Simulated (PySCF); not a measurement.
How exact exchange moves a shielding

Molecule: Cyclopropanol (SMILES C1C(O)C1).

Bonds (- single, = double, # triple, : aromatic): O1-C2 1.385 Å, C2-C3 1.488 Å, C3-C4 1.506 Å, C4-C2 1.501 Å. O1 carries H5; C2 carries H6; C3 carries H7, H8; C4 carries H9, H10. H8, H9 are cis to O1 on the ring; H7, H10 are trans to O1 on the ring.

GIAO shieldings (ppm, equivalent atoms averaged) in PySCF on the PBE0-D3(BJ)/def2-SVP geometry, basis pcSseg-2, gas phase, non-relativistic:

| functional | exact exchange (%) | σ(O1) | σ(C2) | σ(C3/C4) |
| --- | --- | --- | --- | --- |
| BLYP | 0 | 263.7 | 122.9 | 164.1 |
| BP86 | 0 | 270.7 | 127.7 | 168.5 |
| PBE | 0 | 269.7 | 127.9 | 168.8 |
| B3LYP | 20 | 274.4 | 129.6 | 169.1 |
| PBE0 | 25 | 281.9 | 135.6 | 174.4 |
| mPW1PW91 | 25 | 281.7 | 134.8 | 173.7 |
| HF | 100 | 301.6 | 151.3 | 184.8 |

**Question.** Fit each shielding as a line in the percentage of exact exchange.

**Answer.** σ(O1) = 269.5 + 0.34 x (rms 3.2 ppm); σ(C2) = 126.7 + 0.25 x (rms 2.1 ppm); σ(C3/C4) = 167.6 + 0.18 x (rms 2.0 ppm). The functionals also differ in their semilocal parts, which the line can't hold; Hartree–Fock has no correlation at all.

**Question.** What does the line predict for BHandHLYP (50 %), and what does the run give?

**Answer.** σ(O1): 286.5 predicted, 286.3 computed; σ(C2): 139.2 predicted, 138.3 computed; σ(C3/C4): 176.6 predicted, 175.4 computed ppm.
